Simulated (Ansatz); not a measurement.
We consider fcc Ni, described by LDA (PAW; Ansatz, an electronic-structure program).

Run with plane-wave cutoff 520 eV, 20×20×20 k mesh, Fermi–Dirac smearing 0.1 eV, perturbation theory, spin-polarised with parallel moments, scalar-relativistic PAW data made under PBE.

Computed at the level's own relaxed cell.

Space group Fm-3m (No. 225); a = b = c = 3.4232 Å, α = β = γ = 90.00°

| atom | site | symmetry | x | y | z |
|---|---|---|---|---|---|
| Ni | 4a | m-3m | 0.0000 | 0.0000 | 0.0000 |
(The calculation used a cell of 1 atom; values per cell refer to that cell.)

Harmonic phonon frequencies (cm⁻¹; i marks an imaginary mode):

| q point | frequencies |
|---|---|
| X | 230 230 313 |
| L | 159 159 326 |
| W | 227 273 273 |

No imaginary mode appears at these points.
